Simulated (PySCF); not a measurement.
**Vibration and rotation of SiP⁺**

UHF-CCSD(T) constants of SiP⁺, ³Σ⁻ (triplet), unpaired electrons π ↑↑ (Si pcseg-1, P pcseg-1; no relativity (PySCF 2.14); masses 27.9769 and 30.9738 u):

- ωe: 488.8 cm⁻¹
- ωexe: 2.52 cm⁻¹
- Be: 0.22935 cm⁻¹
- αe: 0.00147 cm⁻¹
- D (centrifugal): 2.02e-07 cm⁻¹
- De to Si⁺ + P: 2.17 eV

(1) Give the vibrational terms G(v) and spacings up to v = 6.

(2) How well does the Morse estimate ωe²/(4ωexe) reproduce De, and what is D0?

Correlated steps freeze 10 core orbitals. Correlated levels converge slowly with the basis: in double zeta they bind strong bonds too weakly, by up to about 1 eV, and carry superposition errors of some tenths. For an ion De counts to the pair picked by the measured ionisation energies or electron affinities, which need not be the lowest pair at this level. The state is the lowest determinant that a PBE0 search found; another state may lie lower at other levels.

## Answers

(1) G(v) = ωe(v+½) − ωexe(v+½)².

| v | G(v) (cm⁻¹) | G(v) − G(v−1) | Bv (cm⁻¹) |
| --- | --- | --- | --- |
| 0 | 244 |  | 0.2286 |
| 1 | 728 | 484 | 0.2271 |
| 2 | 1206 | 479 | 0.2257 |
| 3 | 1680 | 474 | 0.2242 |
| 4 | 2149 | 469 | 0.2227 |
| 5 | 2612 | 464 | 0.2213 |
| 6 | 3071 | 459 | 0.2198 |

(2) It gives 2.94 eV, 135 % of the computed De. D0 = De − G(0) = 2.17 − 0.03 = 2.14 eV.
